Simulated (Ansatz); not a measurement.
Two isomers of C3H6F: A = `C[CH]CF`•, B = `[CH2]CCF`•.

Program: Ansatz. Geometries: PBE0-D4/def2-TZVP. ΔE: electronic, gas phase. CCSD(T)/CBS is the MP2 limit (def2-TZVPP, def2-QZVPP) plus CCSD(T) − MP2 in def2-TZVPP, frozen cores. Functionals use def2-TZVPP. B3LYP here is the variant with VWN-RPA as its local correlation; programs differ in this. No spin–orbit coupling; open shells (•) take unrestricted orbitals. Each species was taken in one conformer, which may not be the lowest.

Which isomer does CCSD(T)/CBS put lower? Give the gap. (Estimate.)

Computed: A, by 1.9 kcal/mol.

Give E(B) − E(A) in kcal/mol with BLYP-D4, CCSD(T)/def2-TZVPP, B3LYP-D4, PBE0-D4, ωB97M-V, HF/def2-TZVPP, B3LYP. (Best estimate.)

Ansatz gave: BLYP-D4 3.7, CCSD(T)/def2-TZVPP 1.7, B3LYP-D4 3.1, PBE0-D4 3.0, ωB97M-V 2.7, HF/def2-TZVPP 1.0, B3LYP 3.2. None reverses the order clearly.

Does the order hold for the free energy at 298.15 K (harmonic terms from PBE0-D4)? (An estimate is asked.)

Ansatz gave: Yes: G(B) − G(A) = +2.9 kcal/mol, for one conformer each.

Largest T1 diagnostic: 0.012.

From BLYP to BHLYP (50 % exact exchange), in def2-TZVPP and without D4, E(B) − E(A) moves by −1.4 kcal/mol. Leaving LDA and LC-ωPBE aside and taking each functional with its dispersion term where it has one, the values, not all of them listed here, spread over 1.6 kcal/mol, from PBE-QIDH to PBE-D4.
